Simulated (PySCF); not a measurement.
Species: dimethylphosphine, C2H7P.
Bonds: C1–P2, P2–C3. Hydrogens: H4, H5, H6 on C1; H7 on P2; H8, H9, H10 on C3.

A GFN2-xTB structure was refined with PBE0-D3(BJ)/def2-SVP geometry optimisation, gas phase in PySCF 2.14.0. Its GFN2-xTB values:

| coordinate | GFN2-xTB |
| --- | --- |
| C1–P2 | 1.852 Å |
| C1–H4 | 1.088 Å |
| P2–H7 | 1.403 Å |
| C1–P2–C3 | 98.1° |
| C1–P2–H7 | 95.4° |
| P2–C1–H4 | 109.1° |
| P2–C1–H6 | 111.5° |
| H4–C1–H5 | 108.4° |
| H4–C1–H6 | 109.6° |

Task: How do these coordinates change at the PBE0-D3(BJ)/def2-SVP level?

Result: 
| coordinate | PBE0-D3(BJ)/def2-SVP (Å or °) | change |
| --- | --- | --- |
| P2–H7 | 1.430 | +0.027 |
| C1–H4 | 1.100 | +0.012 |
| C1–P2 | 1.854 | +0.002 |
| P2–C1–H6 | 113.4 | +1.9 |
| C1–P2–C3 | 99.9 | +1.8 |
| C1–P2–H7 | 97.0 | +1.6 |
| H4–C1–H5 | 107.5 | -0.9 |
| H4–C1–H6 | 108.9 | -0.7 |
| P2–C1–H4 | 109.4 | +0.3 |

The energy falls by 0.84 kcal/mol over 4 energy and gradient evaluations, the largest force component goes from 0.0123 to 1.9e-04 Eh/bohr, and the atoms move by 0.042 Å rms after alignment. The bond that changes most is P2–H7 (phosphine phosphorus to P–H hydrogen), which lengthens by 0.027 Å. Bonds longer at the end by more than 0.005 Å: 7 of 9; shorter: 0. Rotational constants go from 15724, 7170, 5460 to 15965, 6951, 5367 MHz.

The run used 81 basis functions and 23 SCF cycles in all.

No frequency check.
